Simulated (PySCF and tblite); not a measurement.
C₅H₈, numbered as in [CH2:1]=[CH:2][CH:3]1[CH2:4][CH2:5]1.

Geometries PBE0-D3(BJ)/def2-SVP; weights from PBE0-D3(BJ)/def2-TZVP (IEF-PCM, chloroform) energies and GFN2-xTB thermal corrections, with symmetry numbers and mirror pairs. Conformers within 3 kcal/mol (GFN2-xTB free energy) were kept, 8 at most. GIAO shieldings: wB97X-D/pcSseg-1 (IEF-PCM, chloroform). Shifts are against TMS (¹H), TMS (¹³C) at the same level. Programs: PySCF with density fitting and tblite.

Torsions listed: C1–C2–C3–C4.

```tsv
conformer	shape	weight %	dipole D
1	146°	97.9	0.77
2	-35°	2.1	0.71
```

(1) How do the computed shifts compare with measured ones?

Results:

(1) 
```json
{"nucleus": "¹H", "signal": "H2", "leading conformer": "5.32", "average": "5.35", "measured": "5.32", "medium": "not stated per compound (mostly CDCl3 or CCl4)"}
{"nucleus": "¹H", "signal": "H3", "leading conformer": "1.24", "average": "1.24", "measured": "1.35", "medium": "not stated per compound (mostly CDCl3 or CCl4)"}
{"nucleus": "¹³C", "signal": "C3", "leading conformer": "17.6", "average": "17.4", "measured": "14.7", "medium": "not stated per compound (mostly CDCl3 or CCl4)"}
{"nucleus": "¹³C", "signal": "C4/C5", "leading conformer": "8.9", "average": "9.1", "measured": "6.6", "medium": "not stated per compound (mostly CDCl3 or CCl4)"}
```

Measured values: Pretsch, Buehlmann, Badertscher, Structure Determination of Organic Compounds, 4th ed. (2009). Mean difference for ¹H: -0.04 ppm, scatter 0.07 ppm. Mean difference for ¹³C: 2.60 ppm, scatter 0.10 ppm. The computed shifts are unscaled and lack vibrational corrections.
